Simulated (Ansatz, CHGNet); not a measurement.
# hcp Os, lattice parameter a

Reference value: 2.734 Å (measured, 293 K, not corrected to a static lattice, our sources range from 2.734 to 2.740; as tabulated in Wikipedia's data pages).

Task: What do CHGNet-r²SCAN, LDA, PBE, rVV10, r²SCAN0 give, and how far is each from the reference?

Result: 
| level (code) | value (Å) | difference (%) |
|---|---|---|
| CHGNet-r²SCAN | 2.755 | +0.77 |
| LDA (Ansatz) | 2.716 | -0.66 |
| PBE (Ansatz) | 2.754 | +0.73 |
| rVV10 (Ansatz) | 2.777 | +1.57 |
| r²SCAN0 (Ansatz) | 2.713 | -0.77 |

The reference is not for a static lattice or low temperature, so close values are not ranked against it. Off by more than 1.25 %, or 1.75 % on the side where a correction would as a rule narrow the miss (bounds picked here): rVV10 (+1.57 %).

The reference isn't brought to a static lattice, while the calculations are for one, so the differences are not the levels' errors alone.  Density-functional levels without +SOC have no spin–orbit coupling. Cutoffs and k meshes differ between the levels. Ansatz's density-functional and Hartree–Fock values are scalar-relativistic unless marked +SOC, with PAW data made under PBE.

Machine-learned potentials (CHGNet-r²SCAN) are trained on DFT data: a solid inside that data is no test of them.

Differences are worked out from the printed values.

Ansatz is an electronic-structure program.
